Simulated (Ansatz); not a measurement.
# AlAs, singlet: the ladder up to full CI

Geometry: a point of a stretch scan, not a stationary point.

```yaml
atoms:
  - { symbol: Al, position_ang: [0.0000, 0.0000, 0.0000] }
  - { symbol: As, position_ang: [0.0000, 0.0000, 5.7430] }
```

Basis 6-31G (Cartesian d functions); Ansatz 0.2.0. Only valence electrons are correlated (noble-gas cores and the filled d shells of p-block atoms frozen), which leaves 8 electrons in 23 orbitals. R marks a restricted (for open shells ROHF) determinant, U an unrestricted one. Active spaces: pair = (2e, 2o) about the gap; valence = (8e, 8o) chosen from the atoms' valence shells. No spin–orbit coupling is included, and no scalar relativity.

Full CI is exact within this basis and frozen core; it isn't the basis-set limit. The frozen core follows each run's orbitals, which can shift R against U totals by a few meV for light atoms and by up to 0.1 eV past Ca.

The determinant fills πx and πy unequally, so it is a mixture of Σ and Δ, which weighs on every level built on one determinant.

- UHF ⟨S²⟩: 1.994
- T1 diagnostic (RCCSD): 0.1481
- largest doubles amplitude (RCCSD): 0.883

```csv
level,E − E(full CI) (mEh),share of correlation (%),wall time
RHF,147.98,0.00,–
RMP2,64.93,56.12,–
CISD,38.36,74.08,2.5 s
RCCSD*,10.35,93.01,–
RCCSD(T)*,-7.97,105.39,13 s
BCCD(T)*,-0.31,100.21,14 s
RCCSDT*,0.57,99.62,–
RCCSDT(Q)*,-0.43,100.29,28 s
RCCSDTQ*,0.11,99.92,6.7 min
CASSCF (valence space)†,28.18,–,–
NEVPT2 (valence space)†,9.57,–,11 s
MRCISD (valence space)†,1.32,–,–
MRCISD+Q (valence space)†,0.74,–,12 s
```

An asterisk marks runs whose energy the program itself flagged as in doubt. A dagger marks rows that describe another state than the reference (another or a broken symmetry, a higher spin or other natural occupations), so the difference isn't the method's error.

The correlation energy at full CI, counted from RHF, is -4.027 eV. That run took 22 min on 1 thread of Arm Neoverse N1, shared host over 19,602,925 determinants.

Run but not shown, since their state or frozen core can't be matched to the reference's or they repeat it: UHF, UMP2, UCCSD, UCCSD(T), UCCSDT, UCCSDT(Q), CASSCF (pair space), NEVPT2 (pair space), MRCISD (pair space), MRCISD+Q (pair space).

Times hold each run's SCF and search for its determinant on a shared host, so for small cases they say little of a method's own cost; they ran on 1 thread of Arm Neoverse N1.

More than 5 meV below full CI, which no variational method can be: RCCSD(T), BCCD(T), RCCSDT(Q).

Unrestricted levels hold only the spin's projection, and here they fall towards a lower state of higher spin.

The full-CI state has the irrep A1 of C2v, in the program's axes (one component, if the state is degenerate).

Natural occupations of full CI about the gap: 1.985 1.905 1.196 1.021 0.959 0.767 0.065 0.058 0.008 0.007; effectively unpaired electrons, Σ n²(2−n)², 3.88. No single determinant describes this state well, so single-reference rows can miss without a flag.
